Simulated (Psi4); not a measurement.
Psi4 input (PBE/cc-pVTZ):

```
memory 2025 MB

molecule {
0 1
H    -0.00000000   -0.00000000   -0.37201156
H     0.00000000    0.00000000    0.37201156
}

set {
  basis cc-pvtz
  scf_type direct
  df_scf_guess false
  ints_tolerance 1e-8
}

energy('pbe')
print_variables()
```

Output:

```
-----------------------------------------------------------------------
          Psi4: An Open-Source Ab Initio Electronic Structure Package
                               Psi4 1.11 release

    D. G. A. Smith, L. A. Burns, A. C. Simmonett, R. M. Parrish,
    M. C. Schieber, R. Galvelis, P. Kraus, H. Kruse, R. Di Remigio,
    A. Alenaizan, A. M. James, S. Lehtola, J. P. Misiewicz, M. Scheurer,
    R. A. Shaw, J. B. Schriber, Y. Xie, Z. L. Glick, D. A. Sirianni,
    J. S. O'Brien, J. M. Waldrop, A. Kumar, E. G. Hohenstein,
    B. P. Pritchard, B. R. Brooks, H. F. Schaefer III, A. Yu. Sokolov,
    K. Patkowski, A. E. DePrince III, U. Bozkaya, R. A. King,
    F. A. Evangelista, J. M. Turney, T. D. Crawford, C. D. Sherrill,
    J. Chem. Phys. 152(18) 184108 (2020). https://doi.org/10.1063/5.0006002

                            Additional Code Authors
    E. T. Seidl, C. L. Janssen, E. F. Valeev, M. L. Leininger,
    J. F. Gonthier, R. M. Richard, H. R. McAlexander, M. Saitow, X. Wang,
    P. Verma, M. H. Lechner, A. Jiang, S. Behnle, A. G. Heide,
    M. F. Herbst, D. L. Poole, T. Győri, E. C. Mitchell, J. P. Pederson,
    and A. M. Wallace

             Previous Authors, Complete List of Code Contributors,
                       and Citations for Specific Modules
    https://github.com/psi4/psi4/blob/master/codemeta.json
    https://github.com/psi4/psi4/graphs/contributors
    https://psicode.org/psi4manual/master/introduction.html#citing-psifour

    -----------------------------------------------------------------------

    Threads:    1
    Addons:     a̶d̶c̶c̶, a̶m̶b̶i̶t̶, b̶s̶e̶, c̶c̶t̶3̶, c̶f̶o̶u̶r̶, c̶h̶e̶m̶p̶s̶2̶, c̶p̶p̶e̶, d̶d̶x̶,
                d̶f̶t̶d̶3̶, d̶f̶t̶d̶4̶, dkh, ecpint, einsums, f̶o̶r̶t̶e̶, gauxc, g̶c̶p̶,
                g̶d̶m̶a̶, g̶e̶o̶m̶e̶t̶r̶i̶c̶, g̶p̶u̶_̶d̶f̶c̶c̶, i̶n̶t̶e̶g̶r̶a̶t̶o̶r̶x̶x̶,
                i̶p̶i̶, l̶i̶b̶e̶f̶p̶, m̶d̶i̶, m̶p̶2̶d̶, m̶r̶c̶c̶, ooo,
                o̶p̶e̶n̶f̶e̶r̶m̶i̶o̶n̶p̶s̶i̶4̶, pcmsolver, p̶s̶i̶4̶f̶o̶c̶k̶c̶i̶, p̶s̶i̶x̶a̶s̶,
                p̶y̶e̶i̶n̶s̶u̶m̶s̶, r̶e̶s̶p̶, s̶i̶m̶i̶n̶t̶, s̶n̶s̶m̶p̶2̶,
                v̶2̶r̶d̶m̶_̶c̶a̶s̶s̶c̶f̶

  ==> Input File <==

--------------------------------------------------------------------------
memory 2025 MB

molecule {
0 1
H    -0.00000000   -0.00000000   -0.37201156
H     0.00000000    0.00000000    0.37201156
}

set {
  basis cc-pvtz
  scf_type direct
  df_scf_guess false
  ints_tolerance 1e-8
}

energy('pbe')
print_variables()
--------------------------------------------------------------------------

   => Libint2 <=

    Primary   basis highest AM E, G, H:  7, 6, 3
    Auxiliary basis highest AM E, G, H:  7, 7, 4
    Onebody   basis highest AM E, G, H:  -, -, -
    Solid Harmonics ordering:            Gaussian

   => Loading Basis Set <=

    Name: CC-PVTZ
    Role: ORBITAL
    Keyword: BASIS
    atoms 1-2 entry H          line    23 file cc-pvtz.gbs

         ---------------------------------------------------------
                                   SCF
               by Justin Turney, Rob Parrish, Andy Simmonett
                          and Daniel G. A. Smith
                              RKS Reference
                        1 Threads,   1931 MiB Core
         ---------------------------------------------------------

  ==> Geometry <==

    Molecular point group: d2h
    Full point group: D_inf_h

    Geometry (in Angstrom), charge = 0, multiplicity = 1:

       Center              X                  Y                   Z               Mass
    ------------   -----------------  -----------------  -----------------  -----------------
         H            0.000000000000     0.000000000000    -0.372011560000     1.007825032230
         H            0.000000000000     0.000000000000     0.372011560000     1.007825032230

  Running in d2h symmetry.

  Rotational constants: A = ************  B =     60.43221  C =     60.43221 [cm^-1]
  Rotational constants: A = ************  B = 1811712.12794  C = 1811712.12794 [MHz]
  Nuclear repulsion =    0.711237589861455

  Charge       = 0
  Multiplicity = 1
  Electrons    = 2
  Nalpha       = 1
  Nbeta        = 1

  ==> Algorithm <==

  SCF Algorithm Type is DIRECT.
  DIIS enabled.
  MOM disabled.
  Fractional occupation disabled.
  Guess Type is SAD.
  Energy threshold   = 1.00e-06
  Density threshold  = 1.00e-06
  Integral threshold = 1.00e-08

  ==> Primary Basis <==

  Basis Set: CC-PVTZ
    Blend: CC-PVTZ
    Number of shells: 12
    Number of basis functions: 28
    Number of Cartesian functions: 30
    Spherical Harmonics?: true
    Max angular momentum: 2

  ==> DFT Potential <==

   => LibXC <=

    Version 7.1.2
    S. Lehtola, C. Steigemann, M. J. T. Oliveira, and M. A. L. Marques,  SoftwareX 7, 1–5 (2018) (10.1016/j.softx.2017.11.002)

   => Composite Functional: PBE <=

    PBE GGA Exchange-Correlation Functional

    J.P. Perdew et. al., Phys. Rev. Lett., 77(18), 3865-3868, 1996

    Deriv               =              1
    GGA                 =           TRUE
    Meta                =          FALSE

    Exchange Hybrid     =          FALSE
    MP2 Hybrid          =          FALSE

   => Exchange Functionals <=

    1.0000     XC_GGA_X_PBE

   => Correlation Functionals <=

    1.0000     XC_GGA_C_PBE

   => LibXC Density Thresholds  <==

    XC_GGA_C_PBE:  1.00E-12
    XC_GGA_X_PBE:  1.00E-15

   => Molecular Quadrature <=

    Radial Scheme          =       TREUTLER
    Pruning Scheme         =           NONE
    Nuclear Scheme         =       TREUTLER

    Blocking Scheme        =         OCTREE
    BS radius alpha        =              1
    Pruning alpha          =              1
    Radial Points          =             75
    Spherical Points       =            302
    Total Points           =          44640
    Total Blocks           =            392
    Max Points             =            256
    Max Functions          =             28
    Weights Tolerance      =       1.00E-15

  ==> Integral Setup <==

  ==> DirectJK: Integral-Direct J/K Matrices <==

    J tasked:                  Yes
    K tasked:                   No
    wK tasked:                  No
    Integrals threads:           1
    Screening Type:           CSAM
    Screening Cutoff:        1E-08
    Incremental Fock:           No

  Cached 100.0% of DFT collocation blocks in 0.037 [GiB].

  Minimum eigenvalue in the overlap matrix is 3.7522840094E-03.
  Reciprocal condition number of the overlap matrix is 1.0551308829E-03.
    Using symmetric orthogonalization.

  ==> Pre-Iterations <==

  SCF Guess: Superposition of Atomic Densities via on-the-fly atomic UHF (no occupation information).

   -------------------------
    Irrep   Nso     Nmo
   -------------------------
     Ag         7       7
     B1g        1       1
     B2g        3       3
     B3g        3       3
     Au         1       1
     B1u        7       7
     B2u        3       3
     B3u        3       3
   -------------------------
    Total      28      28
   -------------------------

  ==> Iterations <==

                        Total Energy        Delta E     RMS |[F,P]|

   @RKS iter SAD:    -0.93930839038097   -9.39308e-01   0.00000e+00
   @RKS iter   1:    -1.15384876354628   -2.14540e-01   1.06141e-02 ADIIS/DIIS
   @RKS iter   2:    -1.16456914894412   -1.07204e-02   3.63683e-03 ADIIS/DIIS
   @RKS iter   3:    -1.16611713979616   -1.54799e-03   9.82189e-05 DIIS
   @RKS iter   4:    -1.16611838687254   -1.24708e-06   1.11385e-06 DIIS
   @RKS iter   5:    -1.16611838696615   -9.36031e-11   1.32510e-08 DIIS
  Energy and wave function converged.

  ==> Post-Iterations <==

   Electrons on quadrature grid:
      Ntotal   =    1.9999999977 ; deviation = -2.305e-09

    Orbital Energies [Eh]
    ---------------------

    Doubly Occupied:

       1Ag    -0.380652

    Virtual:

       1B1u    0.042527     2Ag     0.181733     2B1u    0.439605
       1B3u    0.477690     1B2u    0.477690     3Ag     0.878569
       1B2g    0.906197     1B3g    0.906197     3B1u    1.343309
       4B1u    1.981473     4Ag     2.039660     5Ag     2.815624
       1B1g    2.815624     2B3u    3.004935     2B2u    3.004935
       6Ag     3.288838     2B3g    3.538012     2B2g    3.538012
       5B1u    3.727848     1Au     3.727848     3B3u    3.739039
       3B2u    3.739039     6B1u    4.276186     3B3g    5.308309
       3B2g    5.308309     7Ag     5.372505     7B1u    6.441135

    Final Occupation by Irrep:
             Ag   B1g   B2g   B3g    Au   B1u   B2u   B3u
    DOCC [     1,    0,    0,    0,    0,    0,    0,    0 ]
    NA   [     1,    0,    0,    0,    0,    0,    0,    0 ]
    NB   [     1,    0,    0,    0,    0,    0,    0,    0 ]

  @RKS Final Energy:    -1.16611838696615

   => Energetics <=

    Nuclear Repulsion Energy =              0.7112375898614546
    One-Electron Energy =                  -2.4992692162632681
    Two-Electron Energy =                   1.3117764337883364
    DFT Exchange-Correlation Energy =      -0.6898631943526695
    Empirical Dispersion Energy =           0.0000000000000000
    VV10 Nonlocal Energy =                  0.0000000000000000
    Total Energy =                         -1.1661183869661467

Computation Completed

Properties will be evaluated at   0.000000,   0.000000,   0.000000 [a0]

Properties computed using the SCF density matrix

 Multipole Moments:

 ------------------------------------------------------------------------------------
     Multipole            Electronic (a.u.)      Nuclear  (a.u.)        Total (a.u.)
 ------------------------------------------------------------------------------------

 L = 1.  Multiply by 2.5417464519 to convert [e a0] to [Debye]
 Dipole X            :          0.0000000            0.0000000            0.0000000
 Dipole Y            :          0.0000000            0.0000000            0.0000000
 Dipole Z            :          0.0000000            0.0000000            0.0000000
 Magnitude           :                                                    0.0000000

 ------------------------------------------------------------------------------------

  Variable Map:
  ----------------------------------------------------------------------------
  "CURRENT ENERGY"              =>      -1.166118386966
  "CURRENT REFERENCE ENERGY"    =>      -1.166118386966
  "DD SOLVATION ENERGY"         =>       0.000000000000
  "DFT FUNCTIONAL TOTAL ENERGY" =>      -1.166118386966
  "DFT TOTAL ENERGY"            =>      -1.166118386966
  "DFT VV10 ENERGY"             =>       0.000000000000
  "DFT XC ENERGY"               =>      -0.689863194353
  "GRID ELECTRONS ALPHA"        =>       0.999999998848
  "GRID ELECTRONS BETA"         =>       0.999999998848
  "GRID ELECTRONS TOTAL"        =>       1.999999997695
  "NUCLEAR REPULSION ENERGY"    =>       0.711237589861
  "ONE-ELECTRON ENERGY"         =>      -2.499269216263
  "PCM POLARIZATION ENERGY"     =>       0.000000000000
  "PE ENERGY"                   =>       0.000000000000
  "SCF ITERATION ENERGY"        =>      -1.166118386966
  "SCF ITERATIONS"              =>       5.000000000000
  "SCF TOTAL ENERGY"            =>      -1.166118386966
  "TWO-ELECTRON ENERGY"         =>       1.311776433788
  "XC GRID RADIAL POINTS"       =>      75.000000000000
  "XC GRID SPHERICAL POINTS"    =>     302.000000000000
  "XC GRID TOTAL POINTS"        =>   44640.000000000000

  Array Variable Map:
  ----------------------------------------------------------------------------
  "CURRENT DIPOLE"              =>       0.000000000000 ... 0.000000000000 1 by 3
  "SCF DIPOLE"                  =>       0.000000000000 ... 0.000000000000 1 by 3
  "SCF TOTAL ENERGIES"          =>      -0.939308390381 ... -1.166118386966 1 by 6

*** Psi4 exiting successfully. Buy a developer a beer!
```
